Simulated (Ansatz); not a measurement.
C3H6ClF can be A, `CC(F)CCl`, or B, `CCC(F)Cl`.

Isolated molecules relaxed with PBE0-D4/def2-TZVP in Ansatz; ΔE leaves out vibrations. CCSD(T)/CBS adds triple-zeta CCSD(T) − MP2 to the extrapolated MP2 energy (def2 sets, frozen cores). DFT in def2-TZVPP. B3LYP here is the variant with VWN-RPA as its local correlation; programs differ in this. One conformer a species, not always the lowest.

A:

```xyz
11

C    -0.885    0.751   -0.587
C    -0.183    0.090    0.568
F    -1.098   -0.693    1.266
C     0.939   -0.847    0.169
Cl    2.303    0.057   -0.525
H    -1.701    1.375   -0.221
H    -1.296   -0.004   -1.262
H    -0.188    1.378   -1.144
H     0.202    0.836    1.272
H     1.309   -1.380    1.043
H     0.599   -1.564   -0.578
```

B:

```xyz
11

C    -0.387   -1.040   -0.752
C     0.486   -0.267    0.223
C    -0.020    1.133    0.442
F    -1.272    1.107    0.982
Cl    1.048    2.037    1.545
H    -1.411   -1.123   -0.383
H    -0.419   -0.553   -1.730
H     0.003   -2.049   -0.896
H     1.512   -0.196   -0.146
H     0.527   -0.766    1.195
H    -0.068    1.718   -0.479
```

(1) Which is lower in electronic energy at CCSD(T)/CBS, and by how much? (Estimate.)

(2) Give E(B) − E(A) in kJ/mol with r2SCAN-D4, HF/def2-TZVPP, CCSD/def2-TZVPP, PBE0-D4, B2PLYP, PBE-D4, B3LYP. (Best estimate.)

Largest T1 diagnostic: 0.010.

Answers

(1) The calculation gave: A, by 1.0 kJ/mol. So small a gap doesn't settle the order.

(2) Ansatz gave: r2SCAN-D4 -3.3, HF/def2-TZVPP 3.7, CCSD/def2-TZVPP 0.9, PBE0-D4 -1.9, B2PLYP -0.6, PBE-D4 -3.7, B3LYP -1.0. The order is the other way round with r2SCAN-D4, PBE0-D4, B2PLYP, PBE-D4, B3LYP.

In def2-TZVPP, CCSD(T) changes the Hartree–Fock value by −3.8 kJ/mol (the triples alone add −0.9 kJ/mol) and MP2 by −4.7 kJ/mol.
